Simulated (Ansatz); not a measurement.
## Molecular dynamics of CH4NaSi, charge +1

The input (input.yaml):

```yaml
crystal:
  periodic: [false, false, false]
  atoms:
    - { symbol: C, position_ang: [-0.708203, 0.609848, -0.29075] }
    - { symbol: Si, position_ang: [0.757206, -0.446571, 0.121109] }
    - { symbol: Na, position_ang: [1.179729, -2.772587, 2.104727] }
    - { symbol: H, position_ang: [-1.632873, 0.097287, -0.029996] }
    - { symbol: H, position_ang: [-0.650084, 1.444589, 0.360726] }
    - { symbol: H, position_ang: [-0.702024, 0.981188, -1.287488] }
    - { symbol: H, position_ang: [1.795856, -0.057948, -0.884409] }
total_charge: 1
basis:
  gaussian: { orbitals: def2-SVP }
hamiltonian:
  xc: hf
md:
  timestep: 0.5
  n_steps: 166
  ensemble: nvt_langevin
  temperature: 700.0
  initial_velocities: maxwell_boltzmann
  seed: 929620
  friction: 0.02
scf:
  lower_state_search: "off"
```

Launched with:

```bash
$ ansatz run input.yaml --threads 1 --pin off --max-ram 2048MiB --backend cpu --events-out ev --progress --plain --runs-dir out
```

It goes on from the last frame of an earlier run, with new velocities.

Output, in part (one step line in 3, the closing report, with atoms numbered from 0; the dipole of an ion depends on the origin):

```
md step     0: t =     0.00 fs  T =   600.0 K  F+E_penalty+E_count = -13349.62268665 eV  E_kin = 0.542892 eV  (21 SCF iters)
md step     3: t =     1.50 fs  T =   552.1 K  F+E_penalty+E_count = -13349.58848990 eV  E_kin = 0.499528 eV  (20 SCF iters)
md step     6: t =     3.00 fs  T =   545.2 K  F+E_penalty+E_count = -13349.52169030 eV  E_kin = 0.493294 eV  (20 SCF iters)
md step     9: t =     4.50 fs  T =   473.8 K  F+E_penalty+E_count = -13349.42179885 eV  E_kin = 0.428726 eV  (20 SCF iters)
md step    12: t =     6.00 fs  T =   502.4 K  F+E_penalty+E_count = -13349.34897814 eV  E_kin = 0.454607 eV  (21 SCF iters)
md step    15: t =     7.50 fs  T =   545.9 K  F+E_penalty+E_count = -13349.31385820 eV  E_kin = 0.493932 eV  (21 SCF iters)
md step    18: t =     9.00 fs  T =   582.1 K  F+E_penalty+E_count = -13349.31047891 eV  E_kin = 0.526710 eV  (21 SCF iters)
md step    21: t =    10.50 fs  T =   617.2 K  F+E_penalty+E_count = -13349.26904245 eV  E_kin = 0.558462 eV  (21 SCF iters)
md step    24: t =    12.00 fs  T =   709.3 K  F+E_penalty+E_count = -13349.29321056 eV  E_kin = 0.641825 eV  (21 SCF iters)
md step    27: t =    13.50 fs  T =   823.2 K  F+E_penalty+E_count = -13349.29810126 eV  E_kin = 0.744817 eV  (21 SCF iters)
md step    30: t =    15.00 fs  T =   680.6 K  F+E_penalty+E_count = -13349.19986174 eV  E_kin = 0.615780 eV  (21 SCF iters)
md step    33: t =    16.50 fs  T =   504.9 K  F+E_penalty+E_count = -13349.02104030 eV  E_kin = 0.456818 eV  (22 SCF iters)
md step    36: t =    18.00 fs  T =   434.9 K  F+E_penalty+E_count = -13349.00799926 eV  E_kin = 0.393469 eV  (17 SCF iters)
md step    39: t =    19.50 fs  T =   608.5 K  F+E_penalty+E_count = -13349.25816870 eV  E_kin = 0.550621 eV  (22 SCF iters)
md step    42: t =    21.00 fs  T =   591.1 K  F+E_penalty+E_count = -13349.33129722 eV  E_kin = 0.534831 eV  (22 SCF iters)
md step    45: t =    22.50 fs  T =   478.8 K  F+E_penalty+E_count = -13349.29535676 eV  E_kin = 0.433205 eV  (22 SCF iters)
md step    48: t =    24.00 fs  T =   450.7 K  F+E_penalty+E_count = -13349.29399104 eV  E_kin = 0.407804 eV  (22 SCF iters)
md step    51: t =    25.50 fs  T =   391.1 K  F+E_penalty+E_count = -13349.27893234 eV  E_kin = 0.353848 eV  (22 SCF iters)
md step    54: t =    27.00 fs  T =   354.3 K  F+E_penalty+E_count = -13349.24629777 eV  E_kin = 0.320556 eV  (22 SCF iters)
md step    57: t =    28.50 fs  T =   375.2 K  F+E_penalty+E_count = -13349.32596352 eV  E_kin = 0.339499 eV  (22 SCF iters)
md step    60: t =    30.00 fs  T =   577.6 K  F+E_penalty+E_count = -13349.45996941 eV  E_kin = 0.522642 eV  (22 SCF iters)
md step    63: t =    31.50 fs  T =   383.2 K  F+E_penalty+E_count = -13349.32919725 eV  E_kin = 0.346753 eV  (22 SCF iters)
md step    66: t =    33.00 fs  T =   347.9 K  F+E_penalty+E_count = -13349.23649187 eV  E_kin = 0.314749 eV  (22 SCF iters)
md step    69: t =    34.50 fs  T =   462.6 K  F+E_penalty+E_count = -13349.33491517 eV  E_kin = 0.418575 eV  (22 SCF iters)
md step    72: t =    36.00 fs  T =   501.7 K  F+E_penalty+E_count = -13349.31854318 eV  E_kin = 0.453962 eV  (22 SCF iters)
md step    75: t =    37.50 fs  T =   327.9 K  F+E_penalty+E_count = -13349.17562205 eV  E_kin = 0.296712 eV  (22 SCF iters)
md step    78: t =    39.00 fs  T =   293.2 K  F+E_penalty+E_count = -13349.11710071 eV  E_kin = 0.265337 eV  (16 SCF iters)
md step    81: t =    40.50 fs  T =   454.6 K  F+E_penalty+E_count = -13349.29492974 eV  E_kin = 0.411288 eV  (22 SCF iters)
md step    84: t =    42.00 fs  T =   440.1 K  F+E_penalty+E_count = -13349.34957144 eV  E_kin = 0.398209 eV  (22 SCF iters)
md step    87: t =    43.50 fs  T =   380.0 K  F+E_penalty+E_count = -13349.40715268 eV  E_kin = 0.343788 eV  (22 SCF iters)
md step    90: t =    45.00 fs  T =   502.4 K  F+E_penalty+E_count = -13349.53314743 eV  E_kin = 0.454589 eV  (21 SCF iters)
md step    93: t =    46.50 fs  T =   413.9 K  F+E_penalty+E_count = -13349.45261264 eV  E_kin = 0.374477 eV  (21 SCF iters)
md step    96: t =    48.00 fs  T =   291.4 K  F+E_penalty+E_count = -13349.33795636 eV  E_kin = 0.263626 eV  (17 SCF iters)
md step    99: t =    49.50 fs  T =   506.7 K  F+E_penalty+E_count = -13349.41126261 eV  E_kin = 0.458429 eV  (21 SCF iters)
md step   102: t =    51.00 fs  T =   650.4 K  F+E_penalty+E_count = -13349.51623240 eV  E_kin = 0.588518 eV  (21 SCF iters)
md step   105: t =    52.50 fs  T =   634.8 K  F+E_penalty+E_count = -13349.37073640 eV  E_kin = 0.574348 eV  (21 SCF iters)
md step   108: t =    54.00 fs  T =   447.2 K  F+E_penalty+E_count = -13349.24980578 eV  E_kin = 0.404650 eV  (16 SCF iters)
md step   111: t =    55.50 fs  T =   576.7 K  F+E_penalty+E_count = -13349.38597189 eV  E_kin = 0.521770 eV  (21 SCF iters)
md step   114: t =    57.00 fs  T =   488.1 K  F+E_penalty+E_count = -13349.38656184 eV  E_kin = 0.441623 eV  (21 SCF iters)
md step   117: t =    58.50 fs  T =   341.9 K  F+E_penalty+E_count = -13349.30398800 eV  E_kin = 0.309395 eV  (16 SCF iters)
md step   120: t =    60.00 fs  T =   392.7 K  F+E_penalty+E_count = -13349.33460641 eV  E_kin = 0.355310 eV  (21 SCF iters)
md step   123: t =    61.50 fs  T =   659.5 K  F+E_penalty+E_count = -13349.43781298 eV  E_kin = 0.596721 eV  (21 SCF iters)
md step   126: t =    63.00 fs  T =   742.2 K  F+E_penalty+E_count = -13349.37948125 eV  E_kin = 0.671524 eV  (20 SCF iters)
md step   129: t =    64.50 fs  T =  1029.2 K  F+E_penalty+E_count = -13349.49592079 eV  E_kin = 0.931253 eV  (20 SCF iters)
md step   132: t =    66.00 fs  T =  1018.6 K  F+E_penalty+E_count = -13349.52778923 eV  E_kin = 0.921612 eV  (21 SCF iters)
md step   135: t =    67.50 fs  T =   863.7 K  F+E_penalty+E_count = -13349.32407827 eV  E_kin = 0.781534 eV  (21 SCF iters)
md step   138: t =    69.00 fs  T =   794.2 K  F+E_penalty+E_count = -13349.17436533 eV  E_kin = 0.718650 eV  (16 SCF iters)
md step   141: t =    70.50 fs  T =   818.5 K  F+E_penalty+E_count = -13349.24095272 eV  E_kin = 0.740616 eV  (22 SCF iters)
md step   144: t =    72.00 fs  T =   976.3 K  F+E_penalty+E_count = -13349.39554339 eV  E_kin = 0.883364 eV  (22 SCF iters)
md step   147: t =    73.50 fs  T =   787.4 K  F+E_penalty+E_count = -13349.21978216 eV  E_kin = 0.712426 eV  (22 SCF iters)
md step   150: t =    75.00 fs  T =   680.9 K  F+E_penalty+E_count = -13349.10545798 eV  E_kin = 0.616107 eV  (22 SCF iters)
md step   153: t =    76.50 fs  T =   745.0 K  F+E_penalty+E_count = -13349.18870148 eV  E_kin = 0.674098 eV  (21 SCF iters)
md step   156: t =    78.00 fs  T =   633.7 K  F+E_penalty+E_count = -13349.05207693 eV  E_kin = 0.573377 eV  (22 SCF iters)
md step   159: t =    79.50 fs  T =   460.6 K  F+E_penalty+E_count = -13348.94700732 eV  E_kin = 0.416732 eV  (22 SCF iters)
md step   162: t =    81.00 fs  T =   654.3 K  F+E_penalty+E_count = -13349.04377538 eV  E_kin = 0.592063 eV  (22 SCF iters)
md step   165: t =    82.50 fs  T =   725.4 K  F+E_penalty+E_count = -13349.18095992 eV  E_kin = 0.656398 eV  (22 SCF iters)
md step   166: t =    83.00 fs  T =   656.8 K  F+E_penalty+E_count = -13349.14028983 eV  E_kin = 0.594313 eV  (22 SCF iters)
Total energy: -13349.14028983 eV, -490.5718572791 hartree
Atom 0 at    -0.471530     0.635380    -0.740398 Å, force     0.759264    -2.745333     3.121087 eV/Å
Atom 1 at     0.880776    -0.467960     0.157489 Å, force    -0.333469     1.470007    -0.489795 eV/Å
Atom 2 at     1.417916    -2.549914     2.211238 Å, force    -0.029348    -0.244981     0.016822 eV/Å
Atom 3 at    -1.338501     0.082548    -1.051731 Å, force    -0.161571    -0.358737    -0.672930 eV/Å
Atom 4 at    -0.782334     1.030160     0.234718 Å, force    -0.221574     0.359459     0.453035 eV/Å
Atom 5 at    -0.249817     1.470866    -1.294944 Å, force     0.857319     1.843160    -1.811525 eV/Å
Atom 6 at     2.061025     0.481521     0.550849 Å, force    -0.870621    -0.323576    -0.616693 eV/Å
Dipole moment:     0.451572    -1.147278     1.139989 e Å
```

All steps were run. The mean temperature of the second half is 10 % below the set value. A run of 0.083 ps of so small a system gives no equilibrium averages.

The same pairs are bonded in the first frame and the last. Pairs count as bonded within 1.25 times the sum of covalent radii (0.12 Å more for H–H).

Last frame:

```xyz
7
Properties=species:S:1:pos:R:3
C -0.471 0.635 -0.740
Si 0.881 -0.468 0.158
Na 1.418 -2.550 2.211
H -1.339 0.083 -1.052
H -0.782 1.030 0.235
H -0.250 1.471 -1.295
H 2.061 0.481 0.551
```

The run took 2.7 min on 1 thread of Arm Neoverse N1, with other jobs on the host, peak memory 0.1 GiB.
